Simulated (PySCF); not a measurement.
# Simulated absorption spectrum

(LiH)3 ring, Li₃H₃.
Z-matrix (Å and degrees, PBE0-D3(BJ)/def2-SVP geometry), rows numbered from 1:
```
Li
H   1  1.7151
Li  2  1.7153  1  108.12
H   3  1.7152  2  132.20  1    -0.23
Li  4  1.7153  3  108.12  2    -0.03
H   5  1.7134  4  131.23  3     0.34
```

Method: TDDFT CAM-B3LYP/def2-SVPD, vertical, gas phase, core orbitals frozen in the response in PySCF 2.14.0, density-fitted response routines.

Computed states:

```
state  E (eV)       f
   S1    5.14  0.0000
   S2    5.15  0.0000
   S3    5.45  0.0005
   S4    5.50   0.034
   S5    5.52   0.034
   S6    5.96   0.280
   S7    5.96   0.284
   S8    6.20  0.0000
   S9    6.30   0.429
```

Each state is given a Gaussian of 0.3 eV full width at half maximum, with ε(max) = 2.175×10⁸ f / Δν̃ (Δν̃ the width in cm⁻¹). The width is an assumption, not a result. The curve ends short of the highest state used, and states not computed would add to its high-energy end.

**Question.** What does the envelope look like, and where are its maxima?

**Answer.** 
```csv
E (eV),ε (L mol⁻¹ cm⁻¹)
4.69,0
4.72,0
4.74,0
4.77,0
4.79,0
4.81,0
4.84,0
4.86,0
4.88,0
4.91,0
4.93,0
4.95,1
4.98,1
5.00,2
5.02,4
5.05,9
5.07,16
5.09,26
5.12,55
5.14,87
5.16,135
5.19,250
5.21,367
5.23,525
5.26,858
5.28,1155
5.30,1517
5.33,2183
5.35,2699
5.38,3545
5.40,4124
5.42,4682
5.45,5416
5.47,5794
5.49,6057
5.52,6219
5.54,6182
5.56,6056
5.59,5802
5.61,5683
5.63,5696
5.66,6165
5.68,6918
5.70,8131
```

Maxima: 225 nm (5.52 eV), ε about 6200, made up of S4 (48%) and S5 (49%) (ε in L mol⁻¹ cm⁻¹; maxima over ε = 5, shares over 10%). At its high-energy end, 5.70 eV, the curve is still rising (ε about 8100, from S4, S5, S6 and S7).

**Question.** What would ε be at 5.52 eV, the highest of these maxima, with half the width (0.15 eV)?

**Answer.** About 12000 L mol⁻¹ cm⁻¹ against 6220, a factor of about 1.9; a lone state at its own centre would give exactly 2.

**Question.** On this curve, what absorbance would a 10⁻⁵ mol/L sample give at 222 nm over a 1 cm path?

**Answer.** 222 nm is 5.585 eV, where ε is about 5800 L mol⁻¹ cm⁻¹, so A = ε c l ≈ 0.058 (Beer–Lambert, with the gas-phase spectrum and the assumed width).

The vertical ionisation energy (ΔSCF) is 8.91 eV, 2.61 eV above S9.
